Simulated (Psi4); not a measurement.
**SO3 (sulfur trioxide) at CCSD/6-311+G(d,p)**

What is the energy change on altering one bond length of SO3 (sulfur trioxide) at CCSD/6-311+G**? 

The calculation is run with Psi4 1.11.

2 further runs of the same task are left out: 2 set aside as unsound or not needed.

### Step 1. The structure to begin with

SO3 has 4 atoms, charge 0, and is taken as a singlet. As SMILES, `O=S(=O)=O`. The shape is that of a PBE0-D4/def2-TZVP optimisation.

Bond lengths: O1–S2 1.419 Å, S2–O3 1.419 Å, S2–O4 1.419 Å. Angles: O1–S2–O3 120.0°, O1–S2–O4 120.0°, O3–S2–O4 120.0°.

### Step 2. A single-point energy at CCSD/6-311+G(d,p)

File input.inp:

```
memory 2200 mb

molecule {
  0 1
  O
  S 1 R2
  O 2 R3 1 A3
  O 2 R4 3 A4 1 D4

  R2 = 1.419402
  R3 = 1.419399
  A3 = 119.99919
  R4 = 1.419405
  A4 = 120.00141
  D4 = 179.99097
  symmetry c1
  no_reorient
  no_com
}

set basis 6-311+G**
set reference rhf
set puream true
set e_convergence 1e-09
set d_convergence 1e-08
set scf_type pk
set num_frozen_docc 8

energy_value, wavefunction = energy('ccsd', return_wfn=True)
```

On the command line:

```sh
$ psi4 -n 1 input.inp input.out
```

input.out:

```text
[...]
  Running in c1 symmetry.
[...]
  Nuclear repulsion =  184.488964456862902
[...]
  Multiplicity = 1
[...]
  Nalpha       = 20
  Nbeta        = 20
[...]
    Number of basis functions: 96
[...]
   @RHF iter   1:  -621.84774499920263    3.07749e-01   7.85877e-03 ADIIS/DIIS
[...]
   @RHF iter  11:  -622.05757018804343   -1.36424e-12   2.77438e-09 DIIS
[...]
    Orbital Energies [Eh]
    ---------------------
    Doubly Occupied:
       1A    -92.293490     2A    -20.659193     3A    -20.659190
       4A    -20.659138     5A     -9.271540     6A     -6.957286
       7A     -6.955564     8A     -6.955564     9A     -1.605648
      10A     -1.454609    11A     -1.454605    12A     -0.877776
      13A     -0.762891    14A     -0.757815    15A     -0.757813
      16A     -0.625472    17A     -0.625472    18A     -0.574338
      19A     -0.574334    20A     -0.540265
[...]
  @RHF Final Energy:  -622.05757018804343
   => Energetics <=
    Nuclear Repulsion Energy =            184.4889644568629024
    One-Electron Energy =               -1223.0490652050366407
    Two-Electron Energy =                 416.5025305601303103
    Total Energy =                       -622.0575701880434281
[...]
 Multipole Moments:
 ------------------------------------------------------------------------------------
     Multipole            Electronic (a.u.)      Nuclear  (a.u.)        Total (a.u.)
 ------------------------------------------------------------------------------------
 L = 1.  Multiply by 2.5417464519 to convert [e a0] to [Debye]
 Dipole X            :          0.0001545            0.0000007            0.0001551
 Dipole Y            :         -0.0000080           -0.0000000           -0.0000081
 Dipole Z            :          0.0000383            0.0000001            0.0000384
 Magnitude           :                                                    0.0001600
[...]
      * MP2 total energy                      = -622.808761888383060
[...]
      * CCSD total energy                     = -622.794777593818708
[...]
```

Run time: 58 s. Hardware: 1 thread of Intel Xeon at 2.50GHz (Skylake/Cascade Lake), shared host; peak memory 0.71 GiB.

### Step 3. The distorted shape at the same level

File input.json:

```json
{
 "schema_name": "qcschema_input",
 "schema_version": 1,
 "molecule": {
  "schema_name": "qcschema_molecule",
  "schema_version": 2,
  "symbols": ["O", "S", "O", "O"],
  "geometry": [-4.66285764, -2.84614108, 2.23146042, 1.89e-05, -5.669e-05, -7.559e-05, 2.47353811, -0.61922546, 0.83234877, -0.35409688, 1.91300755, -1.84654588],
  "molecular_charge": 0,
  "molecular_multiplicity": 1,
  "fix_symmetry": "c1",
  "fix_com": true,
  "fix_orientation": true
 },
 "driver": "energy",
 "model": {
  "method": "ccsd",
  "basis": "6-311+G**"
 },
 "keywords": {
  "reference": "rhf",
  "puream": true,
  "e_convergence": 1e-09,
  "d_convergence": 1e-08,
  "scf_type": "pk",
  "num_frozen_docc": 8
 }
}
```

On the command line:

```sh
$ psi4 --qcschema input.json -n 1 --memory 2200MB
```

stdout:

```text
[...]
  Running in c1 symmetry.
[...]
  Nuclear repulsion =  147.737601444456715
[...]
  Multiplicity = 1
[...]
  Nalpha       = 20
  Nbeta        = 20
[...]
    Number of basis functions: 96
[...]
   @RHF iter   1:  -620.68967300292252    2.65593e-01   1.17064e-02 DIIS/ADIIS
[...]
   @RHF iter  15:  -621.91122337686659   -6.13909e-12   5.05136e-09 DIIS
[...]
    Orbital Energies [Eh]
    ---------------------
    Doubly Occupied:
       1A    -92.194923     2A    -20.724619     3A    -20.635127
       4A    -20.635097     5A     -9.181580     6A     -6.864343
       7A     -6.862162     8A     -6.860839     9A     -1.534389
      10A     -1.426052    11A     -1.280548    12A     -0.880935
      13A     -0.714453    14A     -0.712514    15A     -0.683817
      16A     -0.602224    17A     -0.602214    18A     -0.553695
      19A     -0.530446    20A     -0.504857
[...]
  @RHF Final Energy:  -621.91122337686659
   => Energetics <=
    Nuclear Repulsion Energy =            147.7376014444567147
    One-Electron Energy =               -1151.3279758959524770
    Two-Electron Energy =                 381.6791510746292602
    Total Energy =                       -621.9112233768664737
[...]
 Multipole Moments:
 ------------------------------------------------------------------------------------
     Multipole            Electronic (a.u.)      Nuclear  (a.u.)        Total (a.u.)
 ------------------------------------------------------------------------------------
 L = 1.  Multiply by 2.5417464519 to convert [e a0] to [Debye]
 Dipole X            :         19.7048364          -20.3470289           -0.6421924
 Dipole Y            :         12.0277016          -12.4197790           -0.3920773
 Dipole Z            :         -9.4296307            9.7368970            0.3072663
 Magnitude           :                                                    0.8127413
[...]
      * MP2 total energy                      = -622.598594002926802
[...]
      * CCSD total energy                     = -622.622305459665199
[...]
```

The result, in JSON:

```text
{
 "driver": "energy",
 "model": {
  "method": "ccsd",
  "basis": "6-311+G**"
 },
 "success": true,
 "return_result": -622.6223054596652,
 "properties": {
  "calcinfo_nbasis": 96,
  "calcinfo_nmo": 96,
  "calcinfo_nalpha": 20,
  "calcinfo_nbeta": 20,
  "calcinfo_natom": 4,
  "nuclear_repulsion_energy": 147.73760144445671,
  "return_energy": -622.6223054596652,
  "scf_one_electron_energy": -1151.3279758959525,
  "scf_two_electron_energy": 381.67915107462926,
  "scf_dipole_moment": [-0.6421924321685353, -0.3920773249592564, 0.3072663433295304],
  "scf_total_energy": -621.9112233768666,
  "scf_iterations": 15,
  "mp2_same_spin_correlation_energy": -0.17983272657572236,
  "mp2_opposite_spin_correlation_energy": -0.50753789948379,
  "mp2_singles_energy": -5.325984984652684e-27,
  "mp2_doubles_energy": -0.6873706260595124,
  "mp2_correlation_energy": -0.6873706260595124,
  "mp2_total_energy": -622.5985940029268,
  "ccsd_same_spin_correlation_energy": -0.15562239263459066,
  "ccsd_opposite_spin_correlation_energy": -0.5554596901633042,
  "ccsd_singles_energy": 0.0,
  "ccsd_doubles_energy": -0.7110820827978949,
  "ccsd_correlation_energy": -0.7110820827978955,
  "ccsd_total_energy": -622.6223054596652,
  "ccsd_iterations": 41
 }
}
```

It took 2.7 min on 1 thread of Intel Xeon at 2.50GHz (Skylake/Cascade Lake), shared host; peak memory 0.71 GiB.

### Step 4. Results

Level: CCSD/6-311+G**, 8 core orbitals frozen.

| quantity | value |
| --- | --- |
| first shape: total energy | -622.79478 Eh |
| first shape: HOMO energy (Hartree–Fock orbitals) | -14.70 eV |
| first shape: LUMO energy (Hartree–Fock orbitals) | 0.56 eV |
| first shape: HOMO–LUMO gap (Hartree–Fock orbitals) | 15.26 eV |
| first shape: correlation energy (8 core orbitals frozen) | -737.2 mEh |
| first shape: T1 diagnostic | 0.019 |
| distorted shape: total energy | -622.62231 Eh |
| distorted shape: HOMO energy (Hartree–Fock orbitals) | -13.74 eV |
| distorted shape: LUMO energy (Hartree–Fock orbitals) | -1.02 eV |
| distorted shape: HOMO–LUMO gap (Hartree–Fock orbitals) | 12.71 eV |
| distorted shape: correlation energy (8 core orbitals frozen) | -711.1 mEh |
| distorted shape: T1 diagnostic | 0.020 |
| energy change with the O1–S2 bond stretched from 1.419 to 3.123 Å | 4.693 eV |

What this shows: With the O1–S2 bond stretched from 1.419 to 3.123 Å the energy rises by 4.69 eV (453 kJ/mol). The first shape isn't relaxed at this level, so the change isn't measured from a minimum. A restricted reference can't describe the breaking bond well at this length.
